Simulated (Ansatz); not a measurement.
Process, species as SMILES: [CH]=O (CH-O) → CHO+ (singlet, bonded as [CH]=O) + e-
B3LYP-D3(BJ)/def2-TZVP geometries, fixed; electronic energies without zero-point terms.
Largest species:
```
C
O 1 1.1718
H 1 1.1249 2 124.43
```
Charge 0, spin multiplicity 2.

Core correlation in the adiabatic ionisation energy at CCSD(T) with Ansatz (an electronic-structure program), in eV: frozen core against all electrons. Core-valence sets carry the plain set on hydrogen. Open shells are unrestricted.

```json
[
 {"basis": "cc-pVDZ", "functions, most": "33", "frozen core": "7.687"},
 {"basis": "cc-pCVDZ", "functions, most": "41", "frozen core": "7.686"},
 {"basis": "cc-pVTZ", "functions, most": "74", "frozen core": "7.945"},
 {"basis": "cc-pCVTZ", "functions, most": "100", "frozen core": "7.942"},
 {"basis": "cc-pwCVTZ", "functions, most": "100", "frozen core": "7.940"},
 {"basis": "cc-pVQZ", "functions, most": "140", "frozen core": "8.015"},
 {"basis": "cc-pCVQZ", "functions, most": "198", "frozen core": "8.016"},
 {"basis": "cc-pwCVQZ", "functions, most": "198", "frozen core": "8.016"}
]
```

Task: How large is the core term in each set?

Result: The largest core-valence set, cc-pwCVQZ, gives a core term of -0.002 eV; the valence set cc-pVQZ, which lacks functions for the core, gives -0.007. By row: cc-pVDZ -0.003, cc-pCVDZ -0.003, cc-pVTZ -0.030, cc-pCVTZ -0.001, cc-pwCVTZ -0.001, cc-pVQZ -0.007, cc-pCVQZ -0.002, cc-pwCVQZ -0.002.
